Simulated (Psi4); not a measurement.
Psi4 input (wB97X-D/6-31G*):

```
memory 1500 MB

molecule {
0 2
C     1.22893590   -0.26528729   -0.08447538
C    -0.06793587    0.15138831    0.51035141
N    -1.18685885    0.17356122   -0.32737126
H     1.58451835    0.43047252   -0.86144879
H     2.00333855   -0.32675537    0.68054974
H     1.15411148   -1.25146100   -0.55780425
H    -0.08027742    0.88914559    1.30293866
H    -2.06767242    0.33444452    0.13855511
H    -1.25200667   -0.60738096   -0.96644782
symmetry c1
no_reorient
no_com
}

set {
  basis 6-31G*
  reference uks
  scf_type pk
  dft_radial_points 99
  dft_spherical_points 590
  e_convergence 1e-8
  d_convergence 1e-7
  maxiter 150
}

e = energy('wb97x-d')
print_out(f'\nFINAL {e:.10f} DIPOLE {variable("CURRENT DIPOLE")[0]:.6f} {variable("CURRENT DIPOLE")[1]:.6f} {variable("CURRENT DIPOLE")[2]:.6f}\n')
```

From the last part of the output:

```
              A
    DOCC [    12 ]
    SOCC [     1 ]
    NA   [    13 ]
    NB   [    12 ]

  @UKS Final Energy:  -134.46989163954996

   => Energetics <=

    Nuclear Repulsion Energy =             76.4405017680041396
    One-Electron Energy =                -331.6864831336912971
    Two-Electron Energy =                 134.3850384899756705
    DFT Exchange-Correlation Energy =     -13.6066491303287052
    Empirical Dispersion Energy =          -0.0022996335097645
    VV10 Nonlocal Energy =                  0.0000000000000000
    Total Energy =                       -134.4698916395499566

  UHF NO Occupations:
  HONO-2 :   11  A 1.9996015
  HONO-1 :   12  A 1.9990816
  HONO-0 :   13  A 1.0000000
  LUNO+0 :   14  A 0.0009184
  LUNO+1 :   15  A 0.0003985
  LUNO+2 :   16  A 0.0002124
  LUNO+3 :   17  A 0.0001137

Computation Completed

Properties will be evaluated at   0.000000,   0.000000,   0.000000 [a0]

Properties computed using the SCF density matrix

 Multipole Moments:

 ------------------------------------------------------------------------------------
     Multipole            Electronic (a.u.)      Nuclear  (a.u.)        Total (a.u.)
 ------------------------------------------------------------------------------------

 L = 1.  Multiply by 2.5417464519 to convert [e a0] to [Debye]
 Dipole X            :         -0.3397893            0.0000002           -0.3397891
 Dipole Y            :         -0.2482828           -0.0000001           -0.2482829
 Dipole Z            :         -0.0163135            0.0000000           -0.0163134
 Magnitude           :                                                    0.4211498

 ------------------------------------------------------------------------------------

FINAL -134.4698916395 DIPOLE -0.339789 -0.248283 -0.016313

*** Psi4 exiting successfully. Buy a developer a beer!
```
